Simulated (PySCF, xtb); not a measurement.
Bonds broken one at a time in the series SiH2(OH)-X. Isolated molecules, 0 K electronic values unless said otherwise. One relaxed conformer stands for each flexible species; it need not be the lowest. Strings in code marks are SMILES.

Quantity: homolytic bond dissociation enthalpy at 298 K (no spin–orbit term), in kJ/mol. Enthalpy corrections at 298 K come from GFN2-xTB frequencies (xtb).

Case: Si–O bond of `C[SiH2]O` (C–Si–O–H torsion 70°), giving `C[SiH2]` and `[OH]`. Geometry of `C[SiH2]O` (neutral, multiplicity 1, Å):

```xyz
9

C     -1.1146    -0.2837     0.2277
Si     0.7003    -0.2528    -0.1919
O      1.4198     1.1808     0.2011
H     -1.2742    -0.0984     1.2925
H     -1.6687     0.4704    -0.3374
H     -1.5411    -1.2612    -0.0158
H      1.4337    -1.2775     0.5910
H      0.8645    -0.5335    -1.6483
H      1.1849     1.9539    -0.3123
```

Q: Give the homolytic bond dissociation enthalpy at 298 K (no spin–orbit term) at the level frozen-core MP2/6-31G* // PBE0-D4/def2-TZVP (PySCF).

A: 509.9 kJ/mol.
